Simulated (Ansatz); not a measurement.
System: 1T (CdI2-type) SnSe2. Method: r²SCAN+rVV10 (Ansatz, a quantum-chemistry and plane-wave program, PAW).

Numerical settings: plane-wave cutoff 500 eV, 12×12×6 k mesh (along the axes of the cell as run), Fermi–Dirac smearing 0.05 eV, scalar-relativistic PAW data made under PBE.

Computed at the level's own relaxed cell.

Question: Estimate the equilibrium volume per atom, lattice constant a, c axis length and band gap that the calculation returns.

Answer: 
- equilibrium volume per atom: 26.33 Å³/atom
- lattice constant a: 3.825 Å
- c axis length: 6.234 Å
- band gap: 0.94 eV (on the SCF k mesh)

Measured, for comparison: band gap 0.98 eV (temperature not stated, no zero-point or thermal correction, indirect, our sources range from 0.98 to 1.06; as tabulated in Gonzalez and Oleynik (2016), arXiv:1609.04381); lattice parameter c 6.14 Å (temperature not stated, no zero-point or thermal correction; as tabulated in Gonzalez and Oleynik (2016), arXiv:1609.04381). Computed (rounded) less measured: lattice parameter c +1.5 %.

Spin–orbit coupling is not included.
